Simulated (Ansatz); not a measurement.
# FH3Si: the cost of one run

Program: Ansatz 0.2.0. Level of theory: RKS B3LYP/def2-SVPD. These are calculated values, not measurements.

### Step 1. The structure to begin with

Bond lengths: Si1–F2 1.790 Å, Si1–H3 1.660 Å, Si1–H4 1.459 Å, Si1–H5 1.459 Å. Angles: F2–Si1–H3 43.3°, F2–Si1–H4 122.7°, F2–Si1–H5 122.7°, H3–Si1–H4 122.2°, H3–Si1–H5 122.2°, H4–Si1–H5 109.5°.

Coordinates:

```xyz
5

Si    0.0000    0.0000    0.0000
F     0.9996    0.0000    1.4848
H     1.6189    0.0000    0.3673
H    -0.6877    1.1914   -0.4862
H    -0.6877   -1.1914   -0.4862
```

### Step 2. Pulling towards end A

Springs on the bonds that form and break draw the guess towards this end; the thresholds are loose.

input.yaml

```yaml
crystal:
  periodic: [false, false, false]
  atoms:
    - { symbol: Si, position_ang: [0.0, 0.0, 0.0] }
    - { symbol: F, position_ang: [0.9996, 0.0, 1.4848] }
    - { symbol: H, position_ang: [1.6189, 0.0, 0.3673] }
    - { symbol: H, position_ang: [-0.6877, 1.1914, -0.4862] }
    - { symbol: H, position_ang: [-0.6877, -1.1914, -0.4862] }
basis:
  gaussian: { orbitals: def2-SVPD }
hamiltonian:
  xc: b3lyp
relax:
  f_tol: 0.15
  max_steps: 25
  restrain:
    - { distance: [1, 2], at: 2.12, k: 30.0 }
    - { distance: [0, 1], at: 1.59, k: 30.0 }
    - { distance: [0, 2], at: 1.46, k: 30.0 }
```

Launch:

```bash
$ ansatz run input.yaml --threads 1 --pin off --max-ram 2048MiB --backend cpu --events-out ev --progress --plain --runs-dir out
```

Q: Estimate wall time and peak memory on 1 thread of Arm Neoverse V2, shared host.

About 8.2 s, with a peak of 0.11 GiB.
